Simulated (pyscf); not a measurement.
One four-centre exchange on the singlet surface with elements of a group swapped. ωB97M-D3(BJ)/def2-TZVP, kcal/mol, from the separated reactants. Single points on ωB97X-D3(BJ)/def2-SVP structures (PySCF, gas phase).

| step | barrier | reaction energy | imaginary mode (i cm⁻¹) |
|---|---|---|---|
| `[GaH3]` + `[OH2]` -> `[OH][GaH2]` + `[H][H]` | 10.0 | -12.2 | 1306 |
| `[AlH3]` + `[OH2]` -> `[OH][AlH2]` + `[H][H]` | -6.2 | -30.1 | 1309 |
| `[InH3]` + `[OH2]` -> `[OH][InH2]` + `[H][H]` | … | … | 1214 |

Question: Some entries are withheld; supply them.

Answer: 
- `[InH3]` + `[OH2]` -> `[OH][InH2]` + `[H][H]`, barrier: 12.9
- `[InH3]` + `[OH2]` -> `[OH][InH2]` + `[H][H]`, reaction energy: -4.5

Row 1: On the reactant side the descent ends in an adduct with a Ga–O contact, 15.9 kcal/mol under the separated species and 24.4 kcal/mol under the saddle at ωB97X-D3(BJ)/def2-TZVP. Row 2: On the reactant side the descent ends in an adduct with a Al–O contact, 22.7 kcal/mol under the separated species and 15.7 kcal/mol under the saddle at ωB97X-D3(BJ)/def2-TZVP. Row 3: On the reactant side the descent ends in an adduct with a In–O contact, 14.2 kcal/mol under the separated species and 25.1 kcal/mol under the saddle at ωB97X-D3(BJ)/def2-TZVP. Each row is the saddle that its search found. Elements up to Kr have no core potential and no relativistic terms here. Elements past Kr carry the def2 core potentials, without spin-orbit coupling.
